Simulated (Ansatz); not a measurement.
Rock-salt BaTe: PBE at its full settings (plane-wave cutoff 520 eV, 8×8×8 k mesh, Fermi–Dirac smearing 0.01 eV, scalar-relativistic PAW data made under PBE) and at cheaper ones, in a cell of 2 atoms with Γ-centred meshes.

```json
[
 {"level and setting": "PBE (Ansatz)", "lattice constant a (Å)": "7.064", "bulk modulus (GPa)": "28.6"},
 {"level and setting": "PBE (2×2×2 k mesh) (Ansatz)", "lattice constant a (Å)": "7.169", "bulk modulus (GPa)": "27.4"},
 {"level and setting": "PBE (4×4×4 k mesh) (Ansatz)", "lattice constant a (Å)": "7.068", "bulk modulus (GPa)": "28.7"},
 {"level and setting": "PBE (6×6×6 k mesh) (Ansatz)", "lattice constant a (Å)": "7.065", "bulk modulus (GPa)": "28.6"},
 {"level and setting": "PBE (Fermi-Dirac smearing of 0.3 eV) (Ansatz)", "lattice constant a (Å)": "7.063", "bulk modulus (GPa)": "28.5"}
]
```

Largest shifts from the full settings: lattice constant a +1.49 % (PBE (2×2×2 k mesh)), against a difference of +0.81 % of the full result from the reference 7.007 Å (measured, room temperature, not corrected to a static lattice; as tabulated in Lucero et al. (2012), arXiv:1111.4515); bulk modulus -4.2 % (PBE (2×2×2 k mesh)).

Ansatz's density-functional and Hartree–Fock values are scalar-relativistic unless marked +SOC, with PAW data made under PBE.

Run with cheap settings on purpose, which may leave them unconverged: PBE (2×2×2 k mesh), PBE (4×4×4 k mesh), PBE (6×6×6 k mesh), PBE (Fermi-Dirac smearing of 0.3 eV).

Ansatz is an electronic-structure program.
